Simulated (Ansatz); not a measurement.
Task: the energy of protonation at one site of CH4MgO, SMILES C[O][MgH], with the Python package of Ansatz (0.2.0). Give the script and its output. Use (for the species named): Hartree-Fock, cc-pVDZ basis, multiplicity 1.

```yaml
atoms:
  - { symbol: C, position_ang: [-0.5901, 0.7596, -0.0130] }
  - { symbol: O, position_ang: [-0.7844, -0.4026, 0.6620] }
  - { symbol: Mg, position_ang: [0.8258, -1.4456, 0.1757] }
  - { symbol: H, position_ang: [-0.5037, 0.6146, -1.1179] }
  - { symbol: H, position_ang: [0.2898, 1.3079, 0.2923] }
  - { symbol: H, position_ang: [-1.5138, 1.4698, 0.1815] }
  - { symbol: H, position_ang: [2.3377, -2.3717, -0.2265] }
```

`ch4mgo_pa.py`:
```python
"""Adding a proton to CH4MgO."""

import ansatz as az
import numpy as np


def main() -> None:
    system = (
        az.Crystal.molecule()
        .atom("C", [-0.5901, 0.7596, -0.013])
        .atom("O", [-0.7844, -0.4026, 0.662])
        .atom("Mg", [0.8258, -1.4456, 0.1757])
        .atom("H", [-0.5037, 0.6146, -1.1179])
        .atom("H", [0.2898, 1.3079, 0.2923])
        .atom("H", [-1.5138, 1.4698, 0.1815])
        .atom("H", [2.3377, -2.3717, -0.2265])
    )

    setup = (
        system.calculation()
        .basis(gaussian="cc-pVDZ")
        .functional("HF")
    )
    symbols = [site.symbol for site in system.cartesian_sites]
    start = np.array([site.position_ang for site in system.cartesian_sites], dtype=float)
    report = setup.relax(force_tolerance=0.01).run().report
    end = np.array(report["positions_ang"])

    # put the proton on the side away from the neighbours, slightly off axis
    away = sum((end[1] - end[j]) / np.linalg.norm(end[1] - end[j]) for j in [0, 2]) + np.array([0.15, 0.1, -0.2])
    proton = end[1] + 1.0 * away / np.linalg.norm(away)
    acid = az.Crystal.molecule()
    for symbol, place in zip(symbols, end):
        acid = acid.atom(symbol, place.tolist())
    acid = acid.atom("H", proton.tolist())
    protonated = (
        acid.calculation()
        .basis(gaussian="cc-pVDZ")
        .functional("HF")
        .charge(1)
        .relax(force_tolerance=0.01, max_steps=80)
    )
    after = protonated.run().report
    xyz = np.array(after["positions_ang"])
    reach = np.linalg.norm(xyz[:-1] - xyz[-1], axis=1)
    print(f"base {report['free_energy_ev']:.5f} eV, protonated {after['free_energy_ev']:.5f} eV")
    print(f"the proton ends {reach.min():.3f} A from {symbols[reach.argmin()]}{reach.argmin()}")
    print(f"electronic proton affinity {23.060548 * (report['free_energy_ev'] - after['free_energy_ev']):.1f} kcal/mol")


if __name__ == "__main__":
    main()
```

```console
$ python ch4mgo_pa.py
base -8562.95022 eV, protonated -8572.65014 eV
the proton ends 0.953 A from O1
electronic proton affinity 223.7 kcal/mol
```

Caveats:
- Total energies depend on the basis set; only differences at equal settings carry meaning.
- The proton is put on one chosen atom, which needn't be the most basic site, so the molecule's proton affinity can be higher; the ends are stationary points, not checked by frequencies, and zero-point and thermal terms count only where printed.
- Hartree-Fock leaves correlation out, so bond, atomisation and ionisation energies come out well too low.
- It ran for 26 s on 1 thread of Arm Neoverse V1 (shared host), peak memory 0.2 GiB.

(Lines on the test bed's own set-up are left out of the output.)
